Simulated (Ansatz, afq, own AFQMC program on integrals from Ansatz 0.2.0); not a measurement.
AFQMC on a folder of integrals that Ansatz 0.2.0 wrote.

```yaml
crystal:
  periodic: [false, false, false]
  atoms:
    - {symbol: Si, position_ang: [0.009145, 0.000000, 0.601555]}
    - {symbol: B, position_ang: [0.082475, 0.000000, -1.215039]}
    - {symbol: H, position_ang: [-0.655933, -0.941243, -0.666868]}
    - {symbol: H, position_ang: [-0.655935, 0.941242, -0.666868]}
    - {symbol: H, position_ang: [0.172446, 0.000000, -2.395826]}
basis:
  gaussian: {orbitals: cc-pVDZ}
magnetization: {spin_polarized: false}
correlation: {method: ccsd_t, electrons: outside_noble_gas, hamiltonian_folder: ham}
```

```sh
$ ansatz run in.yaml --threads 1 --pin off --events-out ev --progress --plain --max-ram 1382MiB
```

Options of the walk:

```
--method free --trial cisd --walkers 60 --time-step 0.03 --max-blocks 80 --target-error 0.00038 --factor-cut 1e-05 --seed 9157 --times 0,0.21,0.42,0.81,1.2,1.8,2.4,3 --taylor-order 8
```

Times are imaginary, in 1/Eh. The walk had a cap of 656 s.

afq prints:

```
orbitals 41  electrons 5 5  factors 331 of 444
reference energy -315.26679932 Eh
CCSD correlation -0.22404632 Eh in 10 cycles, weight of the determinant in the CISD state 0.8689
repeat  energy at the last time / Eh  error
    10  -315.500531  0.001958
    20  -315.500562  0.001192
    30  -315.500748  0.000855
    40  -315.500758  0.000679
    50  -315.500727  0.000621
    60  -315.500678  0.000558
    70  -315.500907  0.000570
    80  -315.500574  0.000530
time / (1/Eh)  energy / Eh  error  mean overlap
  0.00  -315.490763  0.000243  1.1512
  0.21  -315.494630  0.000256  1.1551
  0.42  -315.496747  0.000285  1.1526
  0.81  -315.498826  0.000355  1.1546
  1.20  -315.499749  0.000339  1.1615
  1.80  -315.499970  0.000379  1.1743
  2.40  -315.500367  0.000461  1.1950
  3.00  -315.500574  0.000530  1.1914
energy -315.500574 +/- 0.000530 Eh
```

The run passed its tests (error under three times the target), which doesn't prove that it has relaxed.

Against this walk (error 14.4 meV) on the same determinant: CCSD(T) 33.6 meV higher, CCSDT(Q) 9.2 meV lower (within the noise). The error is statistical, and a free projection of finite length keeps a remainder of its start.

Cautions: remainder of the start not in the error; error above the target (14.4 against 10.3 meV).

The walk took 2.2 min on 1 thread of Arm Neoverse V1, with other jobs on the host. The log's last line is the free-projection energy.

CCSDT and higher add their correlation energy to the determinant of the CCSD(T) run, since their own runs factorise the integrals more tightly (a shift of under 2 meV). A walk keeps the symmetry of its determinant, which the program's search chose and which needn't be the lowest solution, so a lower state of the same spin and another symmetry isn't excluded.
